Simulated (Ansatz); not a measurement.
Ansatz (an electronic-structure program) input (PBE/aug-cc-pV(D+d)Z): A basis named .json is the Basis Set Exchange file of that set (core-valence sets with the plain set on hydrogen).

Ansatz 0.2 input:
```yaml
crystal:
  periodic: [false, false, false]
  atoms:
    - {symbol: C, position_ang: [0.00394345, 0.00524516, 0.76725426]}
    - {symbol: Cl, position_ang: [-0.01752138, 1.48253369, -0.22626440]}
    - {symbol: Cl, position_ang: [0.01529894, -1.48548974, -0.20614288]}
    - {symbol: H, position_ang: [-0.89039947, -0.00050138, 1.37837936]}
    - {symbol: H, position_ang: [0.90452024, 0.01928333, 1.36901878]}
basis:
  gaussian:
    orbitals: aug-cc-pV_D+d_Z.json
hamiltonian:
  xc: {name: PBE}
magnetization: {spin_polarized: false}
```

Output:

```
Functional definition: PBE
integrals: 0.05 GiB planned
1056 factors; their error is unknown
mean field: 0.31 GiB planned
mean field evaluation 1: about -26098.9395 eV, gradient 4.5e1 eV
mean field evaluation 2: about -26087.6791 eV, gradient 7.6e1 eV
mean field evaluation 4: about -26103.7482 eV, gradient 2.2e0 eV
mean field evaluation 8: about -26103.7351 eV, gradient 4.0e-2 eV
mean field -26103.73506245 eV, -959.2945697977 hartree, gradient 5.7e-5 eV, S^2 0.000000; 0 other end points of the search recorded, 0 dependent functions left out
reference -26103.73512537 eV, -959.2945721100 hartree; 21, 21 occupied and 84, 84 virtual orbitals, 1056 factors
Total energy: -26103.73512537 eV, -959.2945721100 hartree
```
